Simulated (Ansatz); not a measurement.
Input file:

```yaml
crystal:
  periodic: [false, false, false]
  atoms:
    - {symbol: Si, position_ang: [0.000000, 0.000000, 1.685600]}
    - {symbol: C, position_ang: [0.000000, 0.000000, 0.000000]}
    - {symbol: Si, position_ang: [0.000000, 0.000000, -1.685600]}
basis:
  gaussian: {orbitals: cc-pVDZ}
hamiltonian: {xc: {name: B2PLYP}}
correlation: {electrons: outside_noble_gas}
```

```sh
$ ansatz run in.yaml --threads 1 --pin off --events-out ev --progress --plain --max-ram 2816MiB --backend cpu
```

(1) Roughly how long does this take on 1 thread of AMD EPYC 7R13, shared host, and how much host memory?

```
503 factors; integrals over basis functions are off by at most 9.3e-4 eV
mean field evaluation 1: about -16770.4443 eV, gradient 5.4e1 eV
mean field evaluation 2: about -16770.5161 eV, gradient 5.4e1 eV
mean field evaluation 4: about -16778.1431 eV, gradient 6.6e0 eV
mean field evaluation 8: about -16778.3051 eV, gradient 7.4e-2 eV
mean field evaluation 16: about -16778.3052 eV, gradient 8.6e-6 eV
mean field evaluation 32: about -16770.6751 eV, gradient 5.2e-1 eV
mean field -16778.30515563 eV, -616.5913417259 hartree, gradient 3.6e-7 eV, S^2 0.000000; 0 other end points of the search recorded, 0 dependent functions left out
11 core orbitals not correlated: weight in the atoms' cores, before any rotation towards them, 1.000 or more for the frozen orbitals, at most 0.000 for the correlated occupied ones
reference -16778.30527863 eV, -616.5913462457 hartree; 6, 6 occupied and 33, 33 virtual orbitals, 503 factors
second order -10.04156184 eV of doubles, -0.00000000 eV of singles
Total energy: -16781.01650032 eV, -616.6909818054 hartree
```

Answers

(1) 1.4 s wall and 0.15 GiB.
